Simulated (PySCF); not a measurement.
Species: C5H3S (doublet state).
Numbering: `[S:1]=[C:2]1[C:3]=[CH:4][CH:5]=[CH:6]1` (hydrogens: H7 on C4; H8 on C5; H9 on C6)

Structure used (GFN2-xTB), in Å, numbered top down from 1:
```xyz
9
C5H3S angstrom
S      2.8253   -0.5162   -0.0450
C      1.2031   -0.4022   -0.0299
C      0.1707   -1.4094   -0.0743
C     -1.0472   -0.8720   -0.0411
C     -0.8631    0.5924    0.0316
C      0.4557    0.8623    0.0383
H     -2.0007   -1.3613   -0.0609
H     -1.6751    1.2961    0.0730
H      0.9449    1.8164    0.0832
```

Computed, not measured: UKS B3LYP, pcH-1 on C H S, non-relativistic, mean-field spin-orbit, GIAO in PySCF. Geometry: GFN2-xTB; no solvent, vibrations or thermal averaging. GFN2-xTB frequencies show an imaginary mode (146i cm⁻¹), so this geometry is no minimum at that level. The geometry wasn't refined by DFT: couplings that depend on bond lengths, twists or pyramidal angles can differ widely from those at the functional's own minimum. Stability of the SCF solution: not tested. ⟨S²⟩ is 0.791 where a pure state has 0.75.

Principal values of hyperfine tensors in MHz (contact, dipolar and spin–orbit terms together), for some of the nuclei:

| atom | isotope | A1 | A2 | A3 |
| --- | --- | --- | --- | --- |
| C3 | 13C | 422.43 | 459.65 | 637.02 |
| C5 | 13C | 59.49 | 73.90 | 76.26 |
| C2 | 13C | 38.60 | 40.90 | 61.38 |
| H7 | 1H | 32.94 | 34.67 | 51.53 |
| C6 | 13C | 10.17 | 34.07 | 44.20 |
| C4 | 13C | -4.33 | 32.51 | 52.03 |
| H8 | 1H | 3.66 | 4.66 | 15.22 |
| S1 | 33S | -0.88 | 1.47 | 2.39 |

(1) Split each tensor into its isotropic and traceless parts, and turn a_iso into mT with g = 2.0028.

(2) What spin density at the nucleus of C5 lies behind its contact coupling (g_N = 1.40482)?

(3) H9 (1H, g_N = 5.58569) isn't in the table. Its spin density at the nucleus is 0.00342 bohr⁻³. What is its contact coupling?

(4) Which nucleus of the table has the largest anisotropic coupling, and what is its form?

(5) In a single crystal, with the field along each principal axis of the tensor of C5 in turn, what first-order splitting does this nucleus give (isotropic g, quadrupole terms neglected)?

## Answers

(1) a_iso is a third of the trace, T = A − a_iso, and a(mT) = a(MHz)/(g × 13.996). The tensors hold a spin–orbit part: the run splits a_iso into a_FC + a_SO, and T includes its anisotropic share.

```csv
atom,a_iso (MHz),a_FC,a_SO,a_iso (mT),T1,T2,T3
C3,506.37,506.42,-0.05,18.064,-83.94,-46.72,130.65
C5,69.88,69.93,-0.04,2.493,-10.40,4.02,6.38
C2,46.96,46.96,0.00,1.675,-8.36,-6.06,14.42
H7,39.71,39.71,0.00,1.417,-6.77,-5.05,11.82
C6,29.48,29.42,0.06,1.052,-19.31,4.59,14.71
C4,26.74,26.71,0.03,0.954,-31.07,5.78,25.29
H8,7.85,7.85,0.00,0.280,-4.18,-3.19,7.37
S1,1.00,0.91,0.08,0.036,-1.88,0.48,1.40
```

(2) a_FC = (2μ0/3) gₑ μB g_N μN ρ(0)/(2S·h) = 800.24 MHz × g_N × ρ(0)/(2S), with ρ in bohr⁻³. With a_FC = 69.93 MHz and 2S = 1, ρ(0) = 0.0622 bohr⁻³.

(3) By the same relation, a_FC = 15.29 MHz. Its full tensor has the principal values 11.73, 16.65, 17.53 MHz.

(4) C3: -83.9, -46.7, 130.7 MHz, rhombic: the two smaller values differ by 28 % of the largest.

(5) 2 lines (I = 1/2), spaced by |A_i|/(g × 13.996): 2.12, 2.64, 2.72 mT along the axes of A1, A2 and A3.
